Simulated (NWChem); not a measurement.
# C2H6S (dimethyl sulfide): levels of theory compared

We compute a comparison of 4 runs (B2PLYP/cc-pVDZ, CAM-B3LYP/cc-pVDZ, wB97X/cc-pVDZ, MP3/cc-pVDZ) of C2H6S (dimethyl sulfide). 

Program for the calculation: NWChem 7.3.0.

### 1 Starting point

C2H6S: 9 atoms, total charge 0, spin state singlet. SMILES: `CSC`. The shape is that of a PBE0-D4/def2-TZVP optimisation.

Bond lengths: C1–S2 1.795 Å, S2–C3 1.795 Å, C1–H4 1.092 Å, C1–H5 1.090 Å, C1–H6 1.092 Å, C3–H7 1.092 Å, C3–H8 1.090 Å, C3–H9 1.092 Å. Some angles: C1–S2–C3 99.4°, S2–C1–H4 111.2°, S2–C1–H5 107.2°, S2–C1–H6 111.2°, S2–C3–H7 111.2°, S2–C3–H8 107.2°, S2–C3–H9 111.2°, H4–C1–H5 108.7°, H4–C1–H6 109.7°, H5–C1–H6 108.7°.

### 2 The energy at B2PLYP/cc-pVDZ (run 1)

Contents of mymol.nw:

```
START mymol
TITLE "C2H6S energy"
memory 2200 mb

GEOMETRY noautosym nocenter noautoz
  C     -0.474900     1.046900    -0.732500
  S      0.826500    -0.185400    -0.836000
  C      0.522600    -1.063400     0.700100
  H     -1.461300     0.579200    -0.706700
  H     -0.404700     1.666000    -1.627400
  H     -0.347400     1.684100     0.145100
  H     -0.474300    -1.508800     0.710500
  H      1.262800    -1.861300     0.767400
  H      0.639300    -0.403800     1.562500
END

BASIS spherical bse
  * library cc-pVDZ
END

DFT
  xc hfexch 0.53 becke88 0.47 lyp 0.73 mp2 0.27
  dftmp2 semidirect
  grid xfine
  convergence energy 1e-08
  iterations 100
  mulliken
END

MP2
  freeze core 7
END

TASK dft
```

Run with:

```console
$ nwchem mymol.nw > mymol.out
```

What it wrote:

```text
[...]
          Wavefunction type:  closed shell.
          No. of atoms     :     9
          No. of electrons :    34
[...]
          Charge           :     0
          Spin multiplicity:     1
[...]
          AO basis - number of functions:    76
[...]
              XC Information
              --------------
                     Hartree-Fock (Exact) Exchange  0.530
                    Becke 1988 Exchange Functional  0.470
              Lee-Yang-Parr Correlation Functional  0.730
[...]
 d= 0,ls=0.0,diis     1   -477.6010837968 -5.89D+02  4.61D-03  1.62D-01     3.8
[...]
 d= 0,ls=0.0,diis     8   -477.6262711283 -1.05D-09  2.98D-07  3.11D-10    24.4
         Total DFT energy =     -477.626271128348
      One electron energy =     -877.270833146438
           Coulomb energy =      326.675712483517
    Exchange-Corr. energy =      -38.428224431783
 Nuclear repulsion energy =      111.397073966355
[...]
      Total Density - Mulliken Population Analysis
     ---------------------------------------------
    Atom       Charge   Shell Charges
 -----------   ------   -------------------------------------------------------
    1 C    6     6.12   2.01  0.66  0.44  2.06  0.90  0.05
    2 S   16    16.08   2.00  2.02  0.91  0.90  6.00  2.36  1.77  0.11
    3 C    6     6.12   2.01  0.66  0.44  2.06  0.90  0.05
    4 H    1     0.95   0.75  0.17  0.03
    5 H    1     0.94   0.74  0.17  0.03
    6 H    1     0.95   0.75  0.17  0.03
    7 H    1     0.95   0.75  0.17  0.03
    8 H    1     0.94   0.74  0.17  0.03
    9 H    1     0.95   0.75  0.17  0.03
[...]
  Basis functions       =     76
[...]
```

Wall time 28 s (1 thread of AMD EPYC 9R14 (Zen 4), shared host); peak memory 0.19 GiB.

### 3 Energy and gradient at CAM-B3LYP/cc-pVDZ (run 2)

Contents of sp.nw:

```
start sp
memory total 2200 mb
geometry units angstroms noautosym nocenter noautoz
  C     -0.474900     1.046900    -0.732500
  S      0.826500    -0.185400    -0.836000
  C      0.522600    -1.063400     0.700100
  H     -1.461300     0.579200    -0.706700
  H     -0.404700     1.666000    -1.627400
  H     -0.347400     1.684100     0.145100
  H     -0.474300    -1.508800     0.710500
  H      1.262800    -1.861300     0.767400
  H      0.639300    -0.403800     1.562500
end
basis spherical bse
  C library cc-pVDZ
  S library cc-pVDZ
  H library cc-pVDZ
end
dft
  xc xcamb88 1.00 lyp 0.81 vwn_5 0.19 hfexch 1.00
  cam 0.33 cam_alpha 0.19 cam_beta 0.46
  grid xfine
  convergence energy 1e-08
  direct
  maxiter 100
  mulliken
  print medium
end
task dft gradient
```

Run with:

```console
$ nwchem sp.nw > sp.out
```

What it wrote:

```text
[...]
          Wavefunction type:  closed shell.
          No. of atoms     :     9
          No. of electrons :    34
[...]
          Charge           :     0
          Spin multiplicity:     1
[...]
          AO basis - number of functions:    76
[...]
              XC Information
              --------------
                     Hartree-Fock (Exact) Exchange  1.000
                   CAM-Becke88 Exchange Functional  1.000
                      VWN V Correlation Functional  0.190 local
              Lee-Yang-Parr Correlation Functional  0.810
[...]
 d= 0,ls=0.0,diis     1   -477.9375109502 -5.89D+02  5.19D-03  2.45D-01     5.3
[...]
 d= 0,ls=0.0,diis     8   -477.9648245917 -1.45D-09  3.57D-07  2.85D-10    39.9
         Total DFT energy =     -477.964824591691
      One electron energy =     -877.374555737461
           Coulomb energy =      326.763383623621
    Exchange-Corr. energy =      -38.750726444205
 Nuclear repulsion energy =      111.397073966355
[...]
      Total Density - Mulliken Population Analysis
     ---------------------------------------------
    Atom       Charge   Shell Charges
 -----------   ------   -------------------------------------------------------
    1 C    6     6.12   2.01  0.66  0.43  2.11  0.87  0.05
    2 S   16    16.07   2.00  2.03  0.92  0.88  6.01  2.38  1.75  0.11
    3 C    6     6.12   2.01  0.66  0.43  2.11  0.87  0.05
    4 H    1     0.95   0.74  0.19  0.03
    5 H    1     0.94   0.73  0.18  0.03
    6 H    1     0.95   0.74  0.19  0.03
    7 H    1     0.95   0.74  0.19  0.03
    8 H    1     0.94   0.73  0.18  0.03
    9 H    1     0.95   0.74  0.19  0.03
[...]
  wavefunction    = closed shell
[...]
                         DFT ENERGY GRADIENTS
    atom               coordinates                        gradient
                 x          y          z           x          y          z
   1 C      -0.897431   1.978354  -1.384224    0.000690  -0.000733   0.000023
   2 S       1.561859  -0.350355  -1.579811   -0.006689   0.001468   0.006831
   3 C       0.987571  -2.009535   1.322997    0.000061   0.000550  -0.000843
   4 H      -2.761457   1.094529  -1.335469    0.005265   0.002125  -0.000225
   5 H      -0.764772   3.148283  -3.075340   -0.000095  -0.003305   0.004408
   6 H      -0.656491   3.182488   0.274199   -0.000342  -0.003423  -0.004495
   7 H      -0.896297  -2.851219   1.342650    0.005175   0.002385  -0.000396
   8 H       2.386346  -3.517347   1.450176   -0.003605   0.004116  -0.000629
   9 H       1.208102  -0.763071   2.952697   -0.000459  -0.003183  -0.004673
[...]
```

Run time: 56 s. Hardware: 1 thread of AMD EPYC 9R14 (Zen 4), shared host; peak memory 0.15 GiB.

Run 3 isn't shown in full; the table further down has it.

### 4 A single-point energy at MP3/cc-pVDZ (run 4)

Contents of mol.nw:

```
echo
start mol
memory stack 880 mb heap 220 mb global 1100 mb
geometry units au noautosym nocenter noautoz
  C     -0.89743094     1.97835428    -1.38422439
  S      1.56185864    -0.35035522    -1.57981104
  C      0.98757087    -2.00953476     1.32299726
  H     -2.76145679     1.09452937    -1.33546945
  H     -0.76477216     3.14828372    -3.07534030
  H     -0.65649086     3.18248777     0.27419926
  H     -0.89629710    -2.85121878     1.34265041
  H      2.38634615    -3.51734724     1.45017583
  H      1.20810191    -0.76307141     2.95269707
end
basis "ao basis" spherical bse
  * library cc-pVDZ
end
scf
  thresh 1e-08
  maxiter 80
  noprint "final vectors analysis"
end
tce
  scf
  mbpt3
  freeze core 7
  maxiter 60
end
task tce
```

Run with:

```console
$ nwchem mol.nw > mol.out
```

What it wrote:

```text
[...]
  functions       =    76
[...]
  wavefunction    = RHF
[...]
         Total SCF energy =   -476.758321596187
      One-electron energy =   -876.986358371267
      Two-electron energy =    288.830970847768
 Nuclear repulsion energy =    111.397065927313
        Time for solution =     16.2s
[...]
         Wavefunction type : Restricted Hartree-Fock
          No. of electrons :    34
[...]
         Spin multiplicity : singlet
[...]
```

Run time: 31 s. Hardware: 1 thread of AMD EPYC 9R14 (Zen 4), shared host; peak memory 0.86 GiB.

### 5 All runs side by side

| run | level | task | frozen core orbitals | energy (Eh) | dipole moment (D) | HOMO energy (eV) | LUMO energy (eV) | wall time |
| --- | --- | --- | --- | --- | --- | --- | --- | --- |
| 1 | B2PLYP/cc-pVDZ | energy | 7 | -477.768160 | 1.53 | -7.18 | 2.87 | 28 s |
| 2 | CAM-B3LYP/cc-pVDZ | gradient | – | -477.964825 | 1.49 | -7.43 | 2.68 | 56 s |
| 3 | wB97X/cc-pVDZ | gradient | – | -477.987633 | 1.58 | -8.53 | 3.78 | 65 s |
| 4 | MP3/cc-pVDZ | energy | 7 | -477.229043 | – | – | – | 31 s |

### 6 What came out

```
                                          quantity          value
                               run 4: total energy  -477.22904 Eh
run 4: correlation energy (7 core orbitals frozen)     -470.7 mEh
```

Over runs 1, 2, 3 the dipole moment (its size) runs from 1.49 D (CAM-B3LYP/cc-pVDZ) to 1.58 D (wB97X/cc-pVDZ). Over runs 1, 2, 3 the HOMO–LUMO gap runs from 10.05 eV (B2PLYP/cc-pVDZ) to 12.31 eV (wB97X/cc-pVDZ). A double hybrid's value is that of its SCF part. Totals of different functionals can't be ranked against each other. All runs together took 3 min, the longest 65 s.
